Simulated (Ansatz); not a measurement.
Input file:

```yaml
crystal:
  periodic: [false, false, false]
  atoms:
    - {symbol: Al, position_ang: [0.000000, 0.000000, 0.215843]}
    - {symbol: C, position_ang: [0.000000, 0.000000, -1.707686]}
    - {symbol: H, position_ang: [0.000000, 0.000000, 1.491843]}
basis:
  gaussian: {orbitals: 6-31G}
correlation: {method: fic_mrcisd_q, electrons: outside_noble_gas, active_space: {window: {electrons: 2, orbitals: 2}}}
```

```sh
$ ansatz run in.yaml --threads 1 --pin off --events-out ev --progress --plain --max-ram 2393MiB
```

Log:

```
297 factors; integrals over basis functions are off by at most 1.6e-4 eV
mean field evaluation 1: about -7619.0375 eV, gradient 1.3e1 eV
mean field evaluation 2: about -7619.0390 eV, gradient 1.3e1 eV
mean field evaluation 4: about -7619.8170 eV, gradient 1.7e0 eV
mean field evaluation 8: about -7619.8600 eV, gradient 7.0e-2 eV
mean field evaluation 16: about -7616.2804 eV, gradient 1.2e1 eV
mean field evaluation 32: about -7616.9891 eV, gradient 1.1e-6 eV
mean field evaluation 64: about -7616.9890 eV, gradient 6.8e-2 eV
mean field -7619.86010329 eV, -280.0246938691 hartree, gradient 2.5e-6 eV, S^2 0.000000; 8 other end points of the search recorded, 0 dependent functions left out; unrestricted orbitals would lower it
reference -7619.86010329 eV, -280.0246938691 hartree; 10, 10 occupied and 14, 14 virtual orbitals, 297 factors
state -7620.75317164 eV, -280.0575135259 hartree
contracted CI cycle   1: correlation 0.00000000 eV, 0.0000000000 hartree, residual 1.06e1 eV
contracted CI cycle   2: correlation -2.49622716 eV, -0.0917346560 hartree, residual 2.53e0 eV
contracted CI cycle   3: correlation -2.67414051 eV, -0.0982728511 hartree, residual 9.15e-1 eV
...
contracted CI cycle   7: correlation -3.03455093 eV, -0.1115176898 hartree, residual 1.02e-1 eV
contracted CI cycle   8: correlation -3.03490185 eV, -0.1115305859 hartree, residual 5.28e-2 eV
contracted CI cycle   9: correlation -3.03501843 eV, -0.1115348701 hartree, residual 3.67e-2 eV
contracted CI cycle  10: correlation -3.03507386 eV, -0.1115369071 hartree, residual 3.01e-2 eV
contracted CI cycle  11: correlation -3.03511885 eV, -0.1115385604 hartree, residual 2.46e-2 eV
contracted CI cycle  12: correlation -3.03514646 eV, -0.1115395750 hartree, residual 1.66e-2 eV
contracted CI cycle  13: correlation -3.03515535 eV, -0.1115399020 hartree, residual 8.08e-3 eV
contracted CI cycle  14: correlation -3.03515749 eV, -0.1115399804 hartree, residual 3.91e-3 eV
contracted CI cycle  15: correlation -3.03515796 eV, -0.1115399979 hartree, residual 1.75e-3 eV
contracted CI cycle  16: correlation -3.03515806 eV, -0.1115400014 hartree, residual 7.60e-4 eV
state -7620.37006862 eV, -280.0434347494 hartree; corrected -7623.74932788 eV, -280.1676202367 hartree
state -7620.37006862 eV, -280.0434347494 hartree; corrected -7623.74932788 eV, -280.1676202367 hartree
the orbitals are reached from a further start. From the first start the search ends at -7620.75317162 eV, -280.0575135249 hartree
WARN: the results are in doubt because another end's mean lies 0.383 eV lower, and its corrected mean 0.031 eV higher
Total energy: -7623.74932788 eV, -280.1676202367 hartree
In doubt: another end's mean lies 0.383 eV lower, and its corrected mean 0.031 eV higher
```

Natural occupations: 1.9448 0.0552.

Ran on 1 thread of Arm Neoverse V2, shared host: 0.84 s wall, 0.08 GiB peak host memory.
